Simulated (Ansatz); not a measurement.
Geometry optimisation, Ansatz 0.2.0, RKS B3LYP-D4/def2-SVP.

Input file:

```yaml
crystal:
  periodic: [false, false, false]
  atoms:
    - { symbol: Al, position_ang: [0.19418, 0.062264, -0.10795] }
    - { symbol: Cl, position_ang: [0.867559, -0.414768, 1.904448] }
    - { symbol: H, position_ang: [1.658349, 0.408355, -0.458493] }
    - { symbol: "N", position_ang: [-1.417687, -0.002093, -0.803359] }
    - { symbol: H, position_ang: [-2.241432, -0.291149, -0.282818] }
    - { symbol: H, position_ang: [-1.669069, 0.237391, -1.757627] }
basis:
  gaussian: { orbitals: def2-SVP }
hamiltonian:
  xc: b3lyp
  dispersion: d4
relax:
  f_tol: 0.03
  max_steps: 50
```

Run as:

```bash
$ ansatz run input.yaml --threads 1 --pin off --max-ram 2048MiB --backend cpu --events-out ev --progress --plain --runs-dir out
```

Where does it end, and by what steps?

The forces met the threshold. After 5 steps the energy has fallen by 0.583 eV; H3 moved furthest, 0.43 Å.

```csv
step,energy less start (eV),largest force component (eV/Å),accepted
0,0.0000,1.390,yes
1,-0.3975,0.800,yes
2,-0.5642,0.496,yes
3,-0.5814,0.113,yes
4,-0.5826,0.046,yes
5,-0.5827,0.025,yes
```

```xyz
6
Properties=species:S:1:pos:R:3
Al 0.311 0.057 -0.023
Cl 0.523 -0.502 2.005
H 1.555 0.511 -0.866
N -1.309 -0.007 -0.720
H -2.148 -0.293 -0.223
H -1.540 0.235 -1.679
```

Whether the end is a true minimum wasn't checked by a vibrational analysis.

Time of the run: 12 s on 1 thread of Arm Neoverse V2, with other jobs on the host, peak memory 0.13 GiB.
